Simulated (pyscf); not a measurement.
Structures and frequencies: ωB97X-D3(BJ)/def2-SVP in PySCF. Correlated levels are frozen-core, on RHF or UHF. ΔMP2 is the change of the MP2 total energy from the triple- to the quadruple-zeta basis.

Task: Estimate the classical barrier height and the reaction energy of H₂N–SiH=O (SMILES N[SiH]=O) + H₂O (SMILES O) → O=SiH–OH (SMILES O=[SiH]O) + NH₃ (SMILES N) at CCSD(T)/def2-TZVPP + ΔMP2(QZVPP). The step runs on the singlet surface, breaks N–Si, H–O and forms O–Si, H–N; take the separated reactants as zero.

Result: ΔE‡ = -5.3 kcal/mol, ΔE = -7.3 kcal/mol. Zero-point energy shifts the barrier by +1.2 kcal/mol. It is a four-centre exchange, with an imaginary mode of 1165i cm⁻¹. On the reactant side the descent ends in an adduct with a O–Si contact, 17.7 kcal/mol under the separated species and 9.4 kcal/mol under the saddle at ωB97X-D3(BJ)/def2-TZVP. On the product side the descent ends in an adduct with a N–Si contact, 30.4 kcal/mol under the separated species and 29.6 kcal/mol under the saddle at ωB97X-D3(BJ)/def2-TZVP. At CCSD(T) the saddle lies under the separated reactants, which points to a path from their complex (located at ωB97X-D3(BJ) alone). What is counted as formed (O–Si) is already present as a longer contact in the reactant adduct; forming that adduct is a step of its own. What is counted as broken (N–Si) persists as a longer contact in the product adduct; parting that adduct is a step of its own. At ωB97X-D3(BJ)/def2-TZVP the barrier from the zero used here is -8.3 kcal/mol. H₂N–SiH=O lies 7.4 kcal/mol over its isomer H₂N–Si:–OH [singlet] (electronic energy, ωB97M-D3(BJ)/def2-TZVP). O=SiH–OH lies 9.8 kcal/mol over its isomer HO–Si:–OH [singlet] (electronic energy, ωB97M-D3(BJ)/def2-TZVP). This is the saddle that the search found; another between the same sides may lie lower. The CCSD(T) − MP2 part came from Ansatz, without density fitting, on the same reference.
